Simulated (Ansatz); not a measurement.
Two shapes of doublet HNO(+).

Shape 1:

```xyz
3

H     0.0008    0.1925   -0.9359
N    -0.0170   -0.3700    0.0247
O     0.0388    0.1912    1.0107
```

Shape 2:

```xyz
3

H     0.0000    0.1575   -0.9715
N     0.0000   -0.3379   -0.0096
O     0.0000    0.1804    0.9811
```

Basis set: def2-SVP (spherical functions). Left uncorrelated: 2 orbitals. Correlation on ROHF uses semicanonical orbitals with singles. Charge 1, multiplicity 2.

Computed with Ansatz (development build ahead of 0.2.0); each method stands on the lowest determinant of its kind that the runs found.

**Question.** Which shape is lower in energy, and by how much in each method?

**Answer.**

```csv
method,E(2) − E(1) (eV)
ROHF,-0.135
UHF,-0.095
ROHF-MP2,-0.099
UHF-MP2,-0.221
UHF-CCSD(T),-0.020
```

Shape 2 is lower. Caution for UHF, UHF-MP2, UHF-CCSD(T): the unrestricted determinant is spin contaminated.
